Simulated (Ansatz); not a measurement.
Na₂Li. Total charge 0; doublet. Geometry PBE0/def2-TZVP; atoms count from 1.

```xyz
3

Li    1.757    0.221    0.915
Na   -0.953    1.346    0.329
Na   -0.805   -1.567   -1.243
```

The structure comes from a short search, and lower isomers may exist.

Q: Estimate the Mulliken populations from the PBE0/def2-TZVP orbitals of Ansatz.

A: 
```tsv
atom	charge (e)	spin (α − β)
Li1	-0.02	0.39
Na2	0.05	0.08
Na3	-0.03	0.52
```
Mulliken values and Mayer orders depend strongly on the basis.

Q: Where does the spin sit?

A: Summed by element: Li 0.39, Na 0.61, of 1 unpaired in all. Largest on single atoms: Na3 0.52, Li1 0.39, Na2 0.08.

Q: And the Mayer bond orders between bonded heavy atoms (over 0.3)?

A: Li1–Na2 0.70 (2.99 Å); Na2–Na3 0.50 (3.31 Å).
